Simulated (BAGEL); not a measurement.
**B3LYP/6-31G(d) (density fitting with qzvpp-jkfit, spherical functions) run of Si2H4O (SMILES [SiH]O[SiH3])**

What is the energy change on altering one bond length of Si2H4O at B3LYP/6-31G* (density fitting with qzvpp-jkfit, spherical functions)? 

The calculation is run with BAGEL 1.2.2.

### 1 The molecule

Si2H4O: 7 atoms, total charge 0, spin state singlet. SMILES: `[SiH]O[SiH3]`. Geometry: relaxed at PBE0-D4/def2-TZVP. This is one conformer, not always the lowest.

Bond lengths: Si1–O2 1.645 Å, O2–Si3 1.652 Å, Si1–H4 1.549 Å, Si3–H5 1.486 Å, Si3–H6 1.483 Å, Si3–H7 1.483 Å. Angles: Si1–O2–Si3 142.3°, O2–Si1–H4 97.6°, O2–Si3–H5 109.8°, O2–Si3–H6 108.5°, O2–Si3–H7 108.5°, H5–Si3–H6 110.1°, H5–Si3–H7 110.1°, H6–Si3–H7 109.7°.

### 2 A single-point energy at B3LYP/6-31G(d) (density fitting with qzvpp-jkfit, spherical functions)

input.json reads:

```json
{ "bagel" : [

{
  "title" : "molecule",
  "basis" : "6-31gs.json",
  "df_basis" : "qzvpp-jkfit",
  "angstrom" : true,
  "geometry" : [
    { "atom" : "Si", "xyz" : [      -1.691900,      -1.472900,      -0.230200 ] },
    { "atom" : "O", "xyz" : [      -0.369000,      -0.805400,       0.485100 ] },
    { "atom" : "Si", "xyz" : [       0.731600,       0.414800,       0.316400 ] },
    { "atom" : "H", "xyz" : [      -1.779300,      -0.509900,      -1.440500 ] },
    { "atom" : "H", "xyz" : [       0.446600,       1.182300,      -0.923400 ] },
    { "atom" : "H", "xyz" : [       0.635100,       1.303800,       1.499700 ] },
    { "atom" : "H", "xyz" : [       2.088200,      -0.180800,       0.247100 ] }
  ]
},

{ "title" : "ks", "xc_func" : "b3lyp" },

{ "title" : "print", "file" : "orbitals.molden", "orbitals" : true }

]}
```

The basis set 6-31G* is read from a file made from the Basis Set Exchange's data (not shown).

Command:

```sh
$ BAGEL_NUM_THREADS=1 BAGEL input.json > input.out
```

Log:

```text
* using 1 threads per process

  ===============================================================
  ===============================================================

  *** Geometry ***

  { "atom" : "Si", "xyz" : [     -3.197228,     -2.783378,     -0.435015 ] },
  { "atom" : "O", "xyz" : [     -0.697309,     -1.521985,      0.916706 ] },
  { "atom" : "Si", "xyz" : [      1.382524,      0.783858,      0.597909 ] },
  { "atom" : "H", "xyz" : [     -3.362390,     -0.963571,     -2.722150 ] },
  { "atom" : "H", "xyz" : [      0.843952,      2.234223,     -1.744973 ] },
  { "atom" : "H", "xyz" : [      1.200165,      2.463825,      2.834022 ] },
  { "atom" : "H", "xyz" : [      3.946126,     -0.341662,      0.466951 ] },

  Number of auxiliary basis functions:      405

  Since a DF basis is specified, we compute 2- and 3-index integrals:
    o Being stored without compression. Storage requirement is 0.011 GB

  Number of basis functions:       58
  Number of electrons      :       40

    * METHOD: MOLECULE                             0.15

  *** Kohn-Sham DFT ***

    * Removing 10849 points whose weight is below 1.00e-10
    * Grid points: 93493

  === Nuclear Repulsion ===
   140.8530916924

       - DIIS with orbital gradients will be used.

  === KS iteration (b3lyp / 6-31gs.json) ===
      0       -631.05860420          0.19931435           0.24
      1       -634.81056213          0.09042819           0.23
      2       -622.95119740          0.19853491           0.23
      3       -640.63405058          0.19452155           0.23
      4       -640.51330708          0.19139644           0.23
      5       -641.57725598          0.19393092           0.23
      6       -640.92189688          0.19543250           0.23
      7       -633.30842198          0.10008431           0.23
      8       -642.18970841          0.14025629           0.23
      9       -644.61945753          0.13608223           0.23
     10       -645.51612774          0.13137103           0.23
     11       -649.21760916          0.14056284           0.23
     12       -647.55789380          0.15622693           0.23
     13       -626.33651720          0.16791976           0.23
     14       -655.68775599          0.05347382           0.23
     15       -656.53129684          0.01778752           0.23
     16       -656.53819509          0.01757004           0.23
     17       -656.62076348          0.00436082           0.23
     18       -656.62568914          0.00076631           0.23
     19       -656.62588089          0.00027786           0.23
     20       -656.62590223          0.00002600           0.22
     21       -656.62590241          0.00000483           0.22
     22       -656.62590242          0.00000073           0.22
     23       -656.62590242          0.00000041           0.23
     24       -656.62590242          0.00000016           0.23
     25       -656.62590242          0.00000003           0.23
     26       -656.62590242          0.00000000           0.23
    * SCF iteration converged.

    * Permanent dipole moment:
           (   -0.233133,    -0.339294,     0.129109) a.u.

    * METHOD: KS                                   6.52

    * METHOD: PRINT                                0.01

  ===============================================================
```

Run time: 6.9 s. Hardware: 1 thread of Arm Neoverse V1, shared host; peak memory 0.29 GiB.

### 3 The distorted shape at the same level

input.json reads:

```json
{ "bagel" : [

{
  "title" : "molecule",
  "basis" : "6-31gs.json",
  "df_basis" : "qzvpp-jkfit",
  "angstrom" : "true",
  "geometry" : [
    { "atom" : "Si", "xyz" : [   -1.895400,   -1.383556,   -0.219804 ] },
    { "atom" : "O", "xyz" : [   -0.572500,   -0.716056,    0.495496 ] },
    { "atom" : "Si", "xyz" : [    0.528100,    0.504144,    0.326796 ] },
    { "atom" : "H", "xyz" : [   -1.982800,   -0.420556,   -1.430104 ] },
    { "atom" : "H", "xyz" : [    0.243100,    1.271644,   -0.913004 ] },
    { "atom" : "H", "xyz" : [    0.431600,    1.393144,    1.510096 ] },
    { "atom" : "H", "xyz" : [    2.088200,   -0.180800,    0.247100 ] }
  ]
},
{
  "title" : "ks",
  "xc_func" : "b3lyp"
},
{
  "title" : "print",
  "file" : "orbitals.molden",
  "orbitals" : "true"
}

]}
```

The basis set 6-31G* is read from a file made from the Basis Set Exchange's data (not shown).

Command:

```sh
$ BAGEL_NUM_THREADS=1 BAGEL input.json > input.out
```

Log:

```text
* using 1 threads per process

  ===============================================================
  ===============================================================

  *** Geometry ***

  { "atom" : "Si", "xyz" : [     -3.581787,     -2.614542,     -0.415369 ] },
  { "atom" : "O", "xyz" : [     -1.081868,     -1.353150,      0.936352 ] },
  { "atom" : "Si", "xyz" : [      0.997964,      0.952694,      0.617555 ] },
  { "atom" : "H", "xyz" : [     -3.746949,     -0.794736,     -2.702505 ] },
  { "atom" : "H", "xyz" : [      0.459392,      2.403059,     -1.725328 ] },
  { "atom" : "H", "xyz" : [      0.815606,      2.632661,      2.853668 ] },
  { "atom" : "H", "xyz" : [      3.946126,     -0.341662,      0.466951 ] },

  Number of auxiliary basis functions:      405

  Since a DF basis is specified, we compute 2- and 3-index integrals:
    o Being stored without compression. Storage requirement is 0.011 GB

  Number of basis functions:       58
  Number of electrons      :       40

    * METHOD: MOLECULE                             0.15

  *** Kohn-Sham DFT ***

    * Removing 10657 points whose weight is below 1.00e-10
    * Grid points: 93685

  === Nuclear Repulsion ===
   139.9844182814

       - DIIS with orbital gradients will be used.

  === KS iteration (b3lyp / 6-31gs.json) ===
      0       -630.94966498          0.19867672           0.24
      1       -634.78834066          0.08945379           0.22
      2       -623.04814169          0.19773214           0.22
      3       -640.28330553          0.19127122           0.23
      4       -640.51206838          0.18801039           0.22
      5       -641.59146878          0.19093929           0.22
      6       -640.67683893          0.19208441           0.22
      7       -632.23958188          0.10175816           0.23
      8       -639.78591092          0.14416004           0.23
      9       -645.69835858          0.12541159           0.23
     10       -645.94029705          0.12490978           0.22
     11       -647.69285812          0.11560006           0.22
     12       -649.98318645          0.15141907           0.22
     13       -625.11230576          0.16033140           0.22
     14       -655.47913697          0.05151813           0.22
     15       -656.46096603          0.02322506           0.22
     16       -656.53868176          0.01594800           0.22
     17       -656.61187830          0.00252057           0.22
     18       -656.61343177          0.00103402           0.22
     19       -656.61379221          0.00030600           0.22
     20       -656.61381917          0.00003633           0.22
     21       -656.61381964          0.00000516           0.22
     22       -656.61381965          0.00000112           0.23
     23       -656.61381965          0.00000036           0.22
     24       -656.61381965          0.00000024           0.22
     25       -656.61381965          0.00000006           0.22
     26       -656.61381965          0.00000001           0.22
    * SCF iteration converged.

    * Permanent dipole moment:
           (   -0.074634,    -0.385702,     0.127931) a.u.

    * METHOD: KS                                   6.41

    * METHOD: PRINT                                0.01

  ===============================================================
```

Wall time 6.9 s (1 thread of Arm Neoverse V1, shared host); peak memory 0.29 GiB.

### 4 What came out

At B3LYP/6-31G* (density fitting with qzvpp-jkfit, spherical functions):

```
                                                          quantity          value
                                         first shape: total energy  -656.62590 Eh
                                        first shape: dipole moment         1.10 D
                                          first shape: HOMO energy       -6.24 eV
                                          first shape: LUMO energy       -2.25 eV
                                        first shape: HOMO–LUMO gap        3.99 eV
                                     distorted shape: total energy  -656.61382 Eh
                                    distorted shape: dipole moment         1.05 D
                                      distorted shape: HOMO energy       -6.30 eV
                                      distorted shape: LUMO energy       -2.31 eV
                                    distorted shape: HOMO–LUMO gap        3.99 eV
energy change with the Si3–H7 bond stretched from 1.483 to 1.706 Å       0.329 eV
```

With the Si3–H7 bond stretched from 1.483 to 1.706 Å the energy rises by 0.33 eV (7.6 kcal/mol). The first shape isn't relaxed at this level, so the change isn't measured from a minimum.
